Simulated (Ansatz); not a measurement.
A made-up structure of B2H4, singlet:

```
6
angstrom
B -0.2044 -0.6232 -0.0652
B 0.2044 0.6232 0.0653
H -1.2094 -0.9050 0.5545
H 0.4797 -1.3190 -0.7871
H -0.2488 1.4035 -0.7466
H 0.9785 0.8205 0.9791
```

It is relaxed with PBE-D4/def2-SVP and then PBE0-D4/def2-TZVP (Ansatz 0.2.0). Atoms count as bonded within 1.22 times the sum of their covalent radii (H–H: 0.88 Å). The end point is not checked to be a true minimum.

**Question.** Does its bonding change? (A judgement: the text doesn't fix the answer.)

**Answer.** By the calculation: No: no bond forms or breaks.

Where it ends: The first stage lowers the energy by 1.90 eV in 6 steps. It ends as B₂H₄ ([BH2][BH2]):
B1  (-0.253, -0.769, -0.080)
B2  (0.252, 0.769, 0.080)
H3  (-1.233, -1.181, 0.478)
H4  (0.332, -1.564, -0.765)
H5  (-0.118, 1.643, -0.656)
H6  (1.019, 1.103, 0.942)
(Å)

Labels in which every atom is bracketed show which atoms are joined, not bond orders.

For scale, one of the runs: PBE0-D4/def2-TZVP relaxation, 86 basis functions, launched by `ansatz run in.yaml --threads 2 --pin off --events-out ev --progress --plain --max-ram 4352MiB`. The run took about 3.5 s on 2 CPU threads of an Arm Neoverse V1 (shared host).
